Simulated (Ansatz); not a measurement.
Species: C2H, SMILES `[C]#C` (charge 0, multiplicity 2).

Problem. Give a relaxed geometry from Ansatz (a quantum-chemistry and plane-wave program) with PBE-D3(BJ)/def2-TZVP.

Solution. the end point of this relaxation (outside a Z-matrix the atoms follow the SMILES, hydrogens last).
Bonded distances (Å): C1–C2 1.220, C2–H3 1.074. Angles (°): C1–C2–H3 166.2.
